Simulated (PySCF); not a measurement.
# BCl (SMILES [B]Cl): QCISD(T)/STO-6G

What is the energy change on altering one bond length of BCl at QCISD(T)/STO-6G? The job is set up through a Python script.

The calculation is run with PySCF 2.14.0.

17 further runs of the same task are left out: 7 that didn't finish, 10 set aside as unsound or not needed.

## 1. The system as given

BCl has 2 atoms, charge 0, and is taken as a singlet. As SMILES, `[B]Cl`. The coordinates come from a PBE0-D4/def2-TZVP relaxation.

Bond lengths: B1–Cl2 1.718 Å.

## 2. The energy at QCISD(T)/STO-6G

Contents of calc.py:

```python
from pyscf import gto, scf, cc

molecule = gto.M(
    atom='''
B      0.000000     0.000000    -0.069660
Cl     0.000000     0.000000     1.648190
''',
    verbose=4,
    max_memory=1860,
    charge=0,
    basis='sto-6g',
)

myscf = scf.RHF(molecule)
myscf.conv_tol = 1e-10
myscf.kernel()
if not myscf.converged:
    myscf = myscf.newton().run(myscf.mo_coeff, myscf.mo_occ)

mycc = cc.QCISD(myscf, frozen=6)
mycc.kernel()
e_t = mycc.qcisd_t()
e_tot = mycc.e_tot + e_t
print('E = %.10f Eh' % e_tot)
```

Launch:

```
$ OMP_NUM_THREADS=1 python calc.py
```

Log:

```text
PySCF version 2.14.0

[INPUT] num. atoms = 2
[INPUT] num. electrons = 22
[INPUT] charge = 0
[INPUT] spin (= nelec alpha-beta = 2S) = 0
[INPUT] symmetry False subgroup None
[INPUT] Mole.unit = angstrom
[INPUT] Symbol           X                Y                Z      unit          X                Y                Z       unit  Magmom
[INPUT]  1 B      0.000000000000   0.000000000000  -0.069660000000 AA    0.000000000000   0.000000000000  -0.131638321837 Bohr   0.0
[INPUT]  2 Cl     0.000000000000   0.000000000000   1.648190000000 AA    0.000000000000   0.000000000000   3.114627701247 Bohr   0.0

nuclear repulsion = 26.183929288471
number of shells = 8
number of NR pGTOs = 84
number of NR cGTOs = 14
basis = sto-6g
ecp = {}

******** <class 'pyscf.scf.hf.RHF'> ********
method = RHF
initial guess = minao
damping factor = 0
level_shift factor = 0
DIIS = <class 'pyscf.scf.diis.CDIIS'>
diis_start_cycle = 1
diis_space = 8
diis_damp = 0
SCF conv_tol = 1e-10
SCF conv_tol_grad = None
SCF max_cycles = 50
direct_scf = True
direct_scf_tol = 1e-13
Set gradient conv threshold to 1e-05
Initial guess from minao.
init E= -482.303626974767
  HOMO = -0.195081913053202  LUMO = 0.173364623310141  gap/eV = 10.02594
cycle= 1 E= -482.473306308295  delta_E= -0.17  |g|= 0.224  |ddm|= 1.62
  HOMO = -0.336891519027484  LUMO = 0.188169621295531  gap/eV = 14.28764
cycle= 2 E= -482.501246514806  delta_E= -0.0279  |g|= 0.0484  |ddm|= 0.638
  HOMO = -0.301899899959462  LUMO = 0.2341424665974  gap/eV = 14.58646
cycle= 3 E= -482.502551101258  delta_E= -0.0013  |g|= 0.0132  |ddm|= 0.0912
  HOMO = -0.30315060768103  LUMO = 0.234285721593175  gap/eV = 14.62439
cycle= 4 E= -482.502727444136  delta_E= -0.000176  |g|= 0.00192  |ddm|= 0.0646
  HOMO = -0.302968308789598  LUMO = 0.234041825723377  gap/eV = 14.61279
cycle= 5 E= -482.502731378136  delta_E= -3.93e-06  |g|= 0.000308  |ddm|= 0.00839
  HOMO = -0.303061853499239  LUMO = 0.234131293995425  gap/eV = 14.61777
cycle= 6 E= -482.502731428868  delta_E= -5.07e-08  |g|= 3.05e-05  |ddm|= 0.000858
  HOMO = -0.303050467755261  LUMO = 0.234121184967225  gap/eV = 14.61719
cycle= 7 E= -482.502731429816  delta_E= -9.48e-10  |g|= 7.87e-07  |ddm|= 0.000111
  HOMO = -0.303050542553774  LUMO = 0.234120911604114  gap/eV = 14.61718
cycle= 8 E= -482.502731429816  delta_E= -1.71e-13  |g|= 9.75e-08  |ddm|= 1.75e-06
  HOMO = -0.303050579606884  LUMO = 0.234120930395583  gap/eV = 14.61718
Extra cycle  E= -482.502731429816  delta_E=    0  |g|= 3.4e-08  |ddm|= 2.18e-07
converged SCF energy = -482.502731429816

******** <class 'pyscf.cc.qcisd.QCISD'> ********
QCISD nocc = 5, nmo = 8
frozen orbitals 6
max_cycle = 50
direct = 0
conv_tol = 1e-07
conv_tol_normt = 1e-05
diis_space = 6
diis_start_cycle = 0
diis_start_energy_diff = 1e+09
Init t2, MP2 energy = -482.542200108266  E_corr(MP2) -0.0394686784496259
Init E_corr(QCISD) = -0.0394686784496264
cycle = 1  E_corr(QCISD) = -0.0497924730957834  dE = -0.0103237946  norm(t1,t2) = 0.0708637
cycle = 2  E_corr(QCISD) = -0.0568292932657251  dE = -0.00703682017  norm(t1,t2) = 0.0364577
cycle = 3  E_corr(QCISD) = -0.0624982559561795  dE = -0.00566896269  norm(t1,t2) = 0.0207154
cycle = 4  E_corr(QCISD) = -0.0634812108527346  dE = -0.000982954897  norm(t1,t2) = 0.00483479
cycle = 5  E_corr(QCISD) = -0.0632692726526076  dE = 0.0002119382  norm(t1,t2) = 0.00130314
cycle = 6  E_corr(QCISD) = -0.0633095420038172  dE = -4.02693512e-05  norm(t1,t2) = 0.000270899
cycle = 7  E_corr(QCISD) = -0.0632835211227493  dE = 2.60208811e-05  norm(t1,t2) = 6.86082e-05
cycle = 8  E_corr(QCISD) = -0.0632899687189703  dE = -6.44759622e-06  norm(t1,t2) = 2.13913e-05
cycle = 9  E_corr(QCISD) = -0.0632899001624465  dE = 6.85565238e-08  norm(t1,t2) = 1.95343e-06
QCISD converged
E(QCISD) = -482.5660213299789  E_corr = -0.06328990016244646
QCISD(T) correction = -0.00212270356777122
E = -482.5681440335 Eh
```

Run time: 0.7 s. Hardware: 1 thread of Arm Neoverse V2, shared host; peak memory 0.097 GiB.

## 3. The distorted shape

Contents of job.py:

```python
from pyscf import gto, cc

mol = gto.M(
    atom='B -0.000000 -0.000000 -0.413210; Cl 0.000000 0.000000 1.648190',
    basis='sto-6g',
    max_memory=1860,
    charge=0,
    verbose=3,
)

myscf = mol.RHF()
myscf.conv_tol = 1e-10
myscf.kernel()
if not myscf.converged:
    myscf = myscf.newton().run(myscf.mo_coeff, myscf.mo_occ)

mycc = cc.QCISD(myscf, frozen=6)
mycc.kernel()
e_t = mycc.qcisd_t()
e_tot = mycc.e_tot + e_t
print('E = %.10f Eh' % e_tot)
```

Launch:

```
$ OMP_NUM_THREADS=1 python job.py
```

Log:

```text
converged SCF energy = -482.481993643051
E(QCISD) = -482.5501588742119  E_corr = -0.06816523116093584
QCISD(T) correction = -0.0024824638374063
E = -482.5526413380 Eh
```

It took 0.76 s on 1 thread of Arm Neoverse V2, shared host; peak memory 0.12 GiB.

## 4. What came out

At QCISD(T)/STO-6G, 6 core orbitals frozen:

```
                                                          quantity          value
                                         first shape: total energy  -482.56814 Eh
                 first shape: dipole moment (Hartree–Fock density)         0.34 D
                  first shape: HOMO energy (Hartree–Fock orbitals)       -8.25 eV
                  first shape: LUMO energy (Hartree–Fock orbitals)        6.37 eV
                first shape: HOMO–LUMO gap (Hartree–Fock orbitals)       14.62 eV
          first shape: correlation energy (6 core orbitals frozen)      -65.4 mEh
                                       first shape: (T) correction      -2.12 mEh
                                        first shape: T1 diagnostic          0.016
                                     distorted shape: total energy  -482.55264 Eh
             distorted shape: dipole moment (Hartree–Fock density)         2.58 D
              distorted shape: HOMO energy (Hartree–Fock orbitals)       -8.89 eV
              distorted shape: LUMO energy (Hartree–Fock orbitals)        5.03 eV
            distorted shape: HOMO–LUMO gap (Hartree–Fock orbitals)       13.93 eV
      distorted shape: correlation energy (6 core orbitals frozen)      -70.6 mEh
                                   distorted shape: (T) correction      -2.48 mEh
                                    distorted shape: T1 diagnostic          0.021
energy change with the B1–Cl2 bond stretched from 1.718 to 2.061 Å       0.422 eV
```

In words: With the B1–Cl2 bond stretched from 1.718 to 2.061 Å the energy rises by 0.42 eV (40.7 kJ/mol). The first shape isn't relaxed at this level, so the change isn't measured from a minimum. The minimal basis adds a large error of its own. The triples (first shape) make up 3.2 % of the correlation energy. The T1 diagnostic (distorted shape) of 0.021 is above the customary mark for such species, so a single reference may not serve. The triples (distorted shape) make up 3.5 % of the correlation energy.
